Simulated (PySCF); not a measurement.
# Partners of hydrogen fluoride

Gas-phase complexes of hydrogen fluoride, each in one structure from a short search with a few starts, optimised by PBE0-D3(BJ)/def2-SVPD or PBE0-D3(BJ)/def2-TZVPD; other ways of binding may lie lower. Energies in kcal/mol, wB97M-D3(BJ)/def2-TZVPD, counterpoise-corrected (PySCF): interaction is complex less parts frozen as they stand in it, binding adds what it costs to deform them. Contacts are written partner···hydrogen fluoride; electrostatic, Pauli and orbital are terms of the uncorrected same energy, whose rest is dispersion or correlation.

6 other partners are left out, for which the search missed the form known or expected to bind best.

Frequency runs check only 4 of the 7 structures; an imaginary mode is left, so that the point isn't a minimum, in the complex with Li+ (67i cm⁻¹).

**Question.** Order these partners of hydrogen fluoride by binding energy, strongest first: carbon monoxide, silanol, methylamine, Li+, dinitrogen, hydrogen chloride, dimethyl ether.

**Answer.** Li+ (-22.7), methylamine (-14.0), dimethyl ether (-10.1), silanol (-7.9), carbon monoxide (-3.5), hydrogen chloride (-3.0), dinitrogen (-2.2).
| partner | contact | distance (Å) | binding | interaction | electrostatic | Pauli | orbital |
| --- | --- | --- | --- | --- | --- | --- | --- |
| Li+ | Li···F | 1.79 | -22.7 | -22.7 | -18.1 | 6.4 | -10.7 |
| methylamine | N···H | 1.60 | -14.0 | -15.5 | -26.8 | 29.8 | -17.4 |
| dimethyl ether | O···H | 1.60 | -10.1 | -10.5 | -18.0 | 19.7 | -11.1 |
| silanol | O···H | 1.68 | -7.9 | -8.2 | -13.2 | 13.4 | -7.7 |
| carbon monoxide | C···H | 2.01 | -3.5 | -3.6 | -5.8 | 7.1 | -4.3 |
| hydrogen chloride | Cl···H | 2.26 | -3.0 | -3.0 | -4.1 | 4.9 | -3.2 |
| dinitrogen | N···H | 2.05 | -2.2 | -2.2 | -3.2 | 3.7 | -2.3 |
